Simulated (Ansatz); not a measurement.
Reaction (hydrogenolysis of a B–B bond): `BBCl` + H₂ → `BCl` + BH₃

Isolated molecules relaxed with PBE0-D4/def2-TZVP in Ansatz; ΔE leaves out vibrations. CCSD(T)/CBS adds triple-zeta CCSD(T) − MP2 to the extrapolated MP2 energy (def2 sets, frozen cores). This one scheme is used for every species. Functionals use def2-TZVPP.

```csv
level,ΔE (kJ/mol)
BLYP-D4,-15.8
MP2/def2-QZVPP,-27.2
```

Problem. What does CCSD(T)/CBS give? (Best estimate.)

Solution. Computed: -24.7 kJ/mol. The listed levels differ from it by 8.9, -2.5 kJ/mol.

Largest T1 diagnostic among the species: 0.012.

From BLYP to BHLYP (50 % exact exchange), in def2-TZVPP and without D4, ΔE moves by −12.7 kJ/mol. Leaving LDA and LC-ωPBE aside and taking each functional with its dispersion term where it has one, the values, not all of them listed here, spread over 23.4 kJ/mol, from BHLYP-D4 to revPBE-D4. LDA lies +7.8 kJ/mol from PBE without D4. The D4 term adds +4.9 kJ/mol with B3LYP and +2.6 kJ/mol with PBE0; it sums over pairs of atoms, weighted by their polarisabilities, and B3LYP, whose exchange is more repulsive, gets the larger term.

B3LYP here is the variant with VWN-RPA as its local correlation; programs differ in this.
